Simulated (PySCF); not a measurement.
## Computed properties of nitrous oxide (N2O), SMILES N#[N+][O-]

N2O, SMILES N#[N+][O-]. Geometry optimised at PBE0-D3(BJ)/def2-TZVP. The values are those of a single conformer. All values are computed for the isolated molecule unless a solvent is named; none is compared with measurement here.

**Structure.** The optimised structure has C∞v symmetry. All 4 harmonic modes at PBE0-D3(BJ)/def2-TZVP (PySCF) are real, so it is a minimum. With heavy atoms numbered as in [N:1]#[N+:2][O-:3], the shortest bond between them is N1–N2 at 1.118 Å and the longest N2–O3 at 1.174 Å.

**Vibrations.** The strongest infrared lines (harmonic, unscaled, degenerate partners summed) lie at 2410 cm⁻¹ (406 km/mol, N 95 %), 1377 cm⁻¹ (68 km/mol, O 58 %, N 42 %), 641 cm⁻¹ (13 km/mol, N 86 %, O 14 %). The softest mode is at 641 cm⁻¹ and the zero-point energy is 7.2 kcal/mol.

**Electronic structure.** HF/def2-TZVPD (PySCF) places the frontier levels at -13.39 and 2.28 eV, a gap of 15.67 eV, and gives a dipole moment of 0.58 D and a mean polarisability of 18.2 bohr³. PBE/def2-TZVPD (PySCF) at the same geometry gives -8.38 and -1.37 eV, so its gap is 8.66 eV narrower. An orbital gap is neither the optical nor the fundamental gap.

**Excitations.** TDA-ωB97X/def2-TZVPD (PySCF) has S1 at 6.78 eV (183 nm, f = 0.000, dark); the most intense of the 10 singlets computed lies at 10.46 eV (f = 0.42). Strengths of degenerate partners are summed. T1 (TDA) is at 5.71 eV, 1.07 eV under S1. TDA-PBE/def2-TZVPD (PySCF) puts S1 at 7.01 eV. No vertical singlet excitation falls in the visible range (under 3.1 eV).

**Solvation.** SMD-M06-2X/def2-SVP (PySCF) gives -0.1 kcal/mol in water, 1.2 kcal/mol in acetonitrile, 1.6 kcal/mol in benzene (1 M in both phases, gas-phase geometry); of these solvents water holds the molecule best.
